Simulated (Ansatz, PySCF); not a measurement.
This Ansatz (a quantum-chemistry and plane-wave program) input computes a CCSD(T)/cc-pVDZ energy:

Ansatz 0.2 input:
```yaml
crystal:
  periodic: [false, false, false]
  atoms:
    - {symbol: C, position_ang: [-0.00105023, -0.00044593, 0.21807837]}
    - {symbol: C, position_ang: [-0.00682676, -0.00289863, 1.41756777]}
    - {symbol: C, position_ang: [0.00595226, 0.00252732, -1.23597935]}
    - {symbol: H, position_ang: [-0.01194066, -0.00506999, 2.47946412]}
    - {symbol: H, position_ang: [0.01516829, 1.02317495, -1.62370089]}
    - {symbol: H, position_ang: [0.88736845, -0.51296496, -1.62264162]}
    - {symbol: H, position_ang: [-0.87904773, -0.50023658, -1.63112234]}
basis:
  gaussian:
    orbitals: cc-pVDZ
magnetization: {spin_polarized: false}
correlation: {method: ccsd_t, electrons: outside_noble_gas}
```

### Question
Write an input for the same energy in PySCF and say what it gives.

### Answer

```python
from pyscf import gto, scf, mp, cc as ccmod

mol = gto.M(
    atom='''
    C    -0.00105023   -0.00044593    0.21807837
    C    -0.00682676   -0.00289863    1.41756777
    C     0.00595226    0.00252732   -1.23597935
    H    -0.01194066   -0.00506999    2.47946412
    H     0.01516829    1.02317495   -1.62370089
    H     0.88736845   -0.51296496   -1.62264162
    H    -0.87904773   -0.50023658   -1.63112234
    ''',
    basis='cc-pvdz',
    charge=0,
    spin=0,
    verbose=4,
)

mf = scf.RHF(mol)
mf.conv_tol = 1e-10
mf.max_cycle = 100
mf.kernel()
mp2 = mp.MP2(mf, frozen=3).run()
cc = ccmod.CCSD(mf, frozen=3)
cc.max_cycle = 100
cc.kernel()
et = cc.ccsd_t()
print(f'E(CCSD(T)) = {cc.e_tot + et:.9f}')
```
It gives -116.31489 Eh, and Ansatz -116.31489 Eh, a difference of 0.00 mEh.
